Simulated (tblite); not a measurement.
Species: C3H5O3 (doublet state).
Bonds: C1–C2, C2–O3 (double), C2–O4, O4–C5, C5–O6. Hydrogens: H7, H8, H9 on C1; H10, H11 on C5.
Bond orders are those of one Lewis drawing.

Computed with GFN2-xTB (tblite), gas phase: L-BFGS steps from a force-field or distance-geometry start until the largest atomic force falls under 0.01 eV/Å.

Step 7: E = -573.7543 eV
```
atom  x, y, z in Å  |  force x, y, z in eV/Å
C1     -1.8643    0.0060    0.0060    0.031  -0.094  -0.026
C2     -0.4401   -0.4839   -0.0536    0.116   0.107  -0.048
O3     -0.0910   -1.6288   -0.1579    0.054   0.167   0.047
O4      0.4223    0.5543    0.0173    0.118   0.095   0.052
C5      1.8470    0.3841    0.0227    0.017  -0.109  -0.001
O6      2.5257    1.4564    0.0611   -0.150   0.052  -0.003
H7     -2.3327   -0.3582    0.9167    0.073   0.014   0.116
H8     -2.4258   -0.4259   -0.8166    0.025  -0.027  -0.132
H9     -1.9226    1.0899   -0.0317    0.135  -0.065   0.024
H10     2.1504   -0.2697   -0.8440   -0.211  -0.076  -0.132
H11     2.1366   -0.3214    0.8541   -0.208  -0.064   0.104
```

Step 8: E = -573.7637 eV
```
atom  x, y, z in Å  |  force x, y, z in eV/Å
C1     -1.8607    0.0061    0.0058    0.090  -0.120  -0.043
C2     -0.4342   -0.4781   -0.0549    0.039  -0.164  -0.023
O3     -0.0897   -1.6281   -0.1562    0.075   0.431   0.049
O4      0.4237    0.5612    0.0202   -0.043   0.066   0.032
C5      1.8405    0.3881    0.0254    0.058  -0.218  -0.046
O6      2.5206    1.4565    0.0578   -0.049   0.099   0.022
H7     -2.3211   -0.3620    0.9204    0.053   0.044   0.053
H8     -2.4168   -0.4282   -0.8208    0.013  -0.002  -0.071
H9     -1.9120    1.0895   -0.0331    0.074  -0.047   0.034
H10     2.1342   -0.2735   -0.8407   -0.164  -0.056  -0.148
H11     2.1209   -0.3288    0.8503   -0.147  -0.032   0.140
```

**Question.** Estimate the geometry and energy of step 9. (The exact step hangs on the optimiser's Hessian estimate; all steps are aligned on step 8, rigid shifts and turns removed.)

**Answer.** E = -573.7718 eV, largest force 0.467 eV/Å
```
atom  x, y, z in Å  |  force x, y, z in eV/Å
C1     -1.8566    0.0040    0.0047    0.088  -0.087  -0.042
C2     -0.4290   -0.4716   -0.0563   -0.036  -0.259   0.019
O3     -0.0856   -1.6228   -0.1541    0.140   0.445   0.027
O4      0.4250    0.5686    0.0235   -0.168   0.038   0.009
C5      1.8364    0.3881    0.0268    0.048  -0.206  -0.065
O6      2.5141    1.4573    0.0554    0.043   0.050   0.035
H7     -2.3099   -0.3642    0.9248    0.041   0.058  -0.026
H8     -2.4088   -0.4303   -0.8263    0.012   0.017   0.004
H9     -1.9009    1.0875   -0.0334    0.014  -0.031   0.034
H10     2.1167   -0.2781   -0.8414   -0.107  -0.030  -0.131
H11     2.1041   -0.3358    0.8503   -0.075   0.004   0.135
```

The energy changes by -0.0081 eV. The first-order estimate −F·Δx gives -0.0112 eV and the mean of the old and new forces, exact on a quadratic surface, -0.0081 eV. The step makes an angle of 62° with the force vector and moves no atom by more than 0.018 Å.

What follows is the cost of the whole relaxation. Hardware: one thread of an Arm Neoverse V2, shared host with 32 logical CPUs at a one-minute load of 12. Cost: 0.2 s of wall time.
